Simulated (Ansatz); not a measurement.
`F[Si]F` + H₂ → `F[SiH]` + H–F at 500 K and 1 bar (hydrogenolysis of the Si–F bond).

Gas-phase electronic energies from Ansatz, PBE0-D4/def2-TZVP geometries. CCSD(T)/CBS is frozen-core, at the limit of the def2 triple- and quadruple-zeta sets.

```json
{"species": "`F[Si]F`", "CCSD(T)/CBS energy (Eh)": "-488.75390", "H − E (kJ/mol)": "33.3", "S (J/(mol·K))": "281.7"}
{"species": "H₂", "CCSD(T)/CBS energy (Eh)": "-1.17463", "H − E (kJ/mol)": "41.0", "S (J/(mol·K))": "145.5"}
{"species": "`F[SiH]`", "CCSD(T)/CBS energy (Eh)": "-389.46051", "H − E (kJ/mol)": "40.7", "S (J/(mol·K))": "260.3"}
{"species": "H–F", "CCSD(T)/CBS energy (Eh)": "-100.39431", "H − E (kJ/mol)": "39.4", "S (J/(mol·K))": "188.7"}
```

H − E and S are ideal-gas, rigid-rotor, harmonic terms from PBE0-D4/def2-TZVP. 1 Eh = 2625.50 kJ/mol, R = 8.31446 J/(mol·K).

Task: By hand: ΔE, ΔH, ΔS and ΔG.

Result: ΔE = (-389.46051) + (-100.39431) − (-488.75390) − (-1.17463) = 0.07371 Eh = 193.5 kJ/mol. Δ(H − E) = 40.7 + 39.4 − 33.3 − 41.0 = 5.8, so ΔH = 199.3 kJ/mol. ΔS = 260.3 + 188.7 − 281.7 − 145.5 = 21.8 J/(mol·K). ΔG = 199.3 − 500 × (21.8)/1000 = 188.4 kJ/mol.

Task: By hand: the equilibrium constant, and the temperature at which ΔG would vanish if ΔH and ΔS stayed fixed.

Result: log₁₀ K = −ΔG/(RT ln 10) = -19.7. ΔG = 0 at ΔH/ΔS = 9142 K, far beyond where these terms or the molecules hold.

ΔH outweighs TΔS. A doubt of 5 kJ/mol in ΔE shifts log₁₀ K by 0.5 here. These are equilibria of isolated gas molecules and say nothing of rates. Largest T1 diagnostic: 0.015 (customary marks: 0.02 for closed shells, 0.045 for open ones).
